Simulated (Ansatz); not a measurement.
We consider fcc Cu, described by HSE06 (PAW; Ansatz, a first-principles code).

Numerical settings: plane-wave cutoff 500 eV, 12×12×1 k mesh (along the axes of the cell as run), Fermi–Dirac smearing 0.1 eV, scalar-relativistic PAW data made under PBE.

The cell is the one relaxed with r²SCAN.

### Question
Estimate the surface energy of the (111) face and work function of the (111) face that the calculation returns.

### Answer

- surface energy of the (111) face: 1.30 J/m²
- work function of the (111) face: 4.57 eV

Note: exact exchange on metals is sensitive to the k mesh and can open a false gap.

The slab of 6 atoms is relaxed and unreconstructed.

The computed numbers hold no vibrational or temperature effects.

Cost on a shared machine: very roughly 22 core-minutes.
